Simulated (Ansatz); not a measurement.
A calculation with Ansatz (development build ahead of 0.2.0).

```yaml
crystal:
  periodic: [false, false, false]
  atoms:
    - { symbol: Si, position_ang: [0.0, 0.0, 0.0] }
    - { symbol: H, position_ang: [2.01406, 0.0, 1.16282] }
    - { symbol: H, position_ang: [-1.34435, 0.0, 0.77616] }
basis:
  gaussian: { orbitals: "6-31G" }
hamiltonian:
  xc: hf
correlation:
  method: fci
  frozen_orbitals: { H: 0, Si: 5 }
```

The input is written out in the form of the current development build from the run's settings.

The run gave:

```
Converged    : yes
Total energy : -289.97565 hartree
State        : lowest singlet root, of any spatial symmetry
```
